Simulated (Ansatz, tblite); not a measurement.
Removing an electron: diborane mono F (B₂H₅F). Total charge 0; singlet. Geometry: PBE-D4/def2-TZVP. Ansatz, gas phase; energy differences of separate SCF runs; the oxidised species was run as a doublet alone.

```csv
atom,x (Å),y (Å),z (Å)
B1,-0.384,0.634,-0.479
F2,-1.081,0.289,-1.580
H3,-0.292,1.789,-0.167
H4,0.867,0.074,-0.486
B5,0.391,-0.631,0.491
H6,0.277,-1.770,0.146
H7,1.003,-0.293,1.462
H8,-0.782,-0.093,0.612
```

The xTB rows come from tblite. Correlated methods freeze 3 core orbitals. In CCSD on the charge 1 doublet the largest single amplitude is 0.44, so its Hartree–Fock determinant may place the open shell otherwise than the density functionals do. HOMO above LUMO, or a gap near zero within one spin, warns that the state may not be the lowest or that an electron is smeared out.

```json
{"level": "GFN1-xTB", "−HOMO (eV)": "12.57", "vertical IE (eV)": "16.08", "−LUMO (eV)": "5.90", "HOMO–LUMO gap (eV)": "6.68", "remarks": "–"}
{"level": "GFN2-xTB", "−HOMO (eV)": "11.52", "vertical IE (eV)": "14.82", "−LUMO (eV)": "5.64", "HOMO–LUMO gap (eV)": "5.88", "remarks": "–"}
{"level": "PBE-D4/def2-TZVP", "−HOMO (eV)": "8.28", "vertical IE (eV)": "11.87", "−LUMO (eV)": "1.68", "HOMO–LUMO gap (eV)": "6.60", "remarks": "gap within one spin near zero (+1 doublet)"}
{"level": "r2SCAN-D4/def2-TZVP", "−HOMO (eV)": "8.65", "vertical IE (eV)": "12.07", "−LUMO (eV)": "1.33", "HOMO–LUMO gap (eV)": "7.32", "remarks": "–"}
{"level": "PBE0-D4/def2-TZVP", "−HOMO (eV)": "9.82", "vertical IE (eV)": "12.36", "−LUMO (eV)": "0.68", "HOMO–LUMO gap (eV)": "9.14", "remarks": "–"}
{"level": "CCSD/def2-TZVPP", "−HOMO (eV)": "–", "vertical IE (eV)": "12.98", "−LUMO (eV)": "–", "HOMO–LUMO gap (eV)": "–", "remarks": "large T1 (0.079) (+1 doublet)"}
{"level": "CCSD(T)/def2-TZVPP", "−HOMO (eV)": "–", "vertical IE (eV)": "12.89", "−LUMO (eV)": "–", "HOMO–LUMO gap (eV)": "–", "remarks": "large T1 (0.079) (+1 doublet)"}
```

Run but left out: HF/def2-TZVPP, MP2/def2-TZVPP (charge +1 doublet: a determinant that CCSD turns far, T1 0.079).  Raw xTB energy differences between charge states are shifted by several eV; the methods need an empirical correction for them.
